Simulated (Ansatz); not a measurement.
One change: `[CH3][AlH][Cl]` becomes `[SiH3][AlH][Cl]`.

Ansatz, PBE0-D4/def2-TZVP geometries, multiplicity 1. 

```tsv
property	`[CH3][AlH][Cl]`
HOMO–LUMO gap (ωB97M-V/def2-TZVPP) / eV	10.90
LUMO energy (PBE/def2-TZVPP) / eV	-1.90
HOMO energy (PBE/def2-TZVPP) / eV	-6.92
LUMO energy (B3LYP/def2-TZVPP) / eV	-1.34
HOMO energy (PBE0/def2-TZVPP) / eV	-8.21
HOMO–LUMO gap (B3LYP/def2-TZVPP) / eV	6.65
```

Task: What does the change do to each property? (Estimate.)

Result: Ansatz gave: 
```csv
property,`[SiH3][AlH][Cl]`,shift
HOMO–LUMO gap (ωB97M-V/def2-TZVPP) / eV,9.45,-1.45
LUMO energy (PBE/def2-TZVPP) / eV,-2.77,-0.87
HOMO energy (PBE/def2-TZVPP) / eV,-6.69,0.23
LUMO energy (B3LYP/def2-TZVPP) / eV,-2.19,-0.85
HOMO energy (PBE0/def2-TZVPP) / eV,-7.80,0.41
HOMO–LUMO gap (B3LYP/def2-TZVPP) / eV,5.41,-1.24
```

With PBE0 the HOMO rises by 0.41 eV and the LUMO falls by 0.89 eV, so the gap narrows by about 1.30 eV. PBE moves the HOMO by 0.23 eV and ωB97M-V by 0.62 eV.

B3LYP here is the variant with VWN-RPA as its local correlation; programs differ in this.
